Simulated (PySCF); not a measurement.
Process, species as SMILES: PP (P2H4) + [H][H] (H2) → 2 P (PH3)
B3LYP-D3(BJ)/def2-TZVP geometries, fixed; electronic energies without zero-point terms.

Effect of the grid level at PBE0/aug-cc-pV(T+d)Z with PySCF, against the last row, where the energy of full hydrogenation is -4.84 kcal/mol. Cost is core time over that of grids.level: 0, rough, on shared machines of one kind.

```csv
setting,"grid points, largest species",largest shift of a total energy (mEh),shift of the energy of full hydrogenation (kcal/mol),cost
grids.level: 0,5728,10.511,-0.419,1×
grids.level: 1,22712,-0.003,0.005,1×
grids.level: 2,45344,-0.001,-0.001,2×
grids.level: 3,77592,0.000,0.000,3×
grids.level: 4,120984,0.000,0.000,4×
grids.level: 5,181336,0.000,0.000,5×
grids.level: 7,375008,0.000,0.000,7×
```

Within 0.02 kcal/mol in the energy of full hydrogenation: grids.level: 1; grids.level: 2; grids.level: 3; grids.level: 4; grids.level: 5. The largest shift is 10.511 mEh in a total energy and 0.419 kcal/mol in the difference.
